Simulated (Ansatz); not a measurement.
# Al2B+ (triplet): the correlation ladder, def2-QZVPP

An exercise on one series of results from a longer session: the logs are not shown, and one member is left open.

The runs use Ansatz 0.2.0, Gaussian basis; def2-QZVPP, core rule «outside noble gas», up to 11 orbitals frozen.

To be run: UHF; ROHF; CCSD(T) on UHF.

3 further runs of the same task are left out: 1 that didn't finish, 2 set aside as unsound or not needed. Runs told in other sessions of the task aren't counted.

### The system

The geometry is a PBE0/def2-TZVP stationary point (not a proven minimum) of the parent state, kept for this charge and spin.

3 atoms, charge 1, spin multiplicity 3.

Atoms are counted from 1 here; the program's logs count them from 0.

Bond lengths: Al1–Al2 2.726 Å, Al2–B3 2.006 Å. Angles: Al1–Al2–B3 180.0°.

Coordinates:

```xyz
3
charge 1, multiplicity 3
Al    0.00000    0.00000    2.48640
Al    0.00000    0.00000   -0.24000
B     0.00000    0.00000   -2.24640
```

Set-up of the first run:

in.yaml reads:

```yaml
crystal:
  periodic: [false, false, false]
  atoms:
    - {symbol: Al, position_ang: [0.000000, 0.000000, 2.486400]}
    - {symbol: Al, position_ang: [0.000000, 0.000000, -0.240000]}
    - {symbol: B, position_ang: [0.000000, 0.000000, -2.246400]}
basis:
  gaussian: {orbitals: "def2-QZVPP.json"}
total_charge: 1
magnetization: {spin_polarized: true, initial_magnetization: 2}
hamiltonian: {xc: hf}
output: {orbitals: {seedname: orbitals}}
```

Run with:

```bash
ansatz run in.yaml --threads 1 --pin off --events-out ev --progress --plain --max-ram 2393MiB
```

Among the steps run: UHF; ROHF; CCSD(T) on UHF.

One table of the session follows, with a row left open; its other results are not shown here.

| method | from UCCSD(T) (kcal/mol) |
| --- | --- |
| ROHF | +117.02 |
| UHF | +113.77 |
| UMP2 | +34.09 |
| UCCSD | ? |
| UCCSD(T) | 0 |

Q: Estimate the row for UCCSD from the others.

The run gave: from UCCSD(T) (kcal/mol): +5.50. In the column «from UCCSD(T) (kcal/mol)» it lies between UCCSD(T) (0) and UMP2 (+34.09).
